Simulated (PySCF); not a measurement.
# CH4ClF, a complex of two parts: interaction energy

One table from this session's results is given with a row withheld; the runs are named, their logs left out.

Computed with PySCF 2.14.0; each step states its level. No surroundings beyond the atoms listed, unless a continuum is named. Atoms count from 0, parts from 1.

## The system as given

7 atoms, charge 0, multiplicity 1; geometry: GFN2-xTB. Parts: 1 = atoms 0–4, `CCl`, charge 0; 2 = atoms 5–6, `F`, charge 0.

The first run:

The job: settings as JSON, then the geometry in Å.

```
{"job": {"xc": "PBE0", "basis": "def2-SVPD", "d3": "d3bj", "grid": 2, "kind": "geom", "shake": 0.01}, "charge": 0, "multiplicity": 1, "parts": [{"atoms": "0-4", "charge": 0, "multiplicity": 1}, {"atoms": "5-6", "charge": 0, "multiplicity": 1}]}
C     -0.133534    -0.008236    -0.043203
Cl     1.613621     0.133468    -0.163818
H     -0.605867     0.913509    -0.486447
H     -0.382371    -0.068632     0.999643
H     -0.474612    -0.868510    -0.610308
F      1.243774     0.439876    -3.090138
H      1.531624     0.347806    -2.183371
```

Started as:

```console
> OMP_NUM_THREADS=1 python cluster_run.py task.json out
```

The driver reads the jobs from task.json and runs them one after another.

Steps of the session up to this table: Geometry optimisation at PBE0-D3(BJ)/def2-SVPD; Coupled-cluster interaction energy: CCSD(T) and MP2.

One table of the session follows, with a row left open; its other results are not shown here.

It belongs to the step «Coupled-cluster interaction energy: CCSD(T) and MP2». 

```
                 method  interaction energy (kcal/mol)
         HF/aug-cc-pVDZ                          -2.42
        MP2/aug-cc-pVDZ                          -3.74
       CCSD/aug-cc-pVDZ                          -3.33
    CCSD(T)/aug-cc-pVDZ                          -3.59
         HF/aug-cc-pVTZ                          -2.52
        MP2/aug-cc-pVTZ                          -4.47
    SCS-MP2/aug-cc-pVTZ                          -3.79
      MP2, extrapolated                              ?
CCSD(T), limit estimate                          -4.58
```

Estimate the missing values for MP2, extrapolated.

As computed: interaction energy (kcal/mol): -4.73. In the column «interaction energy (kcal/mol)» it is the lowest.
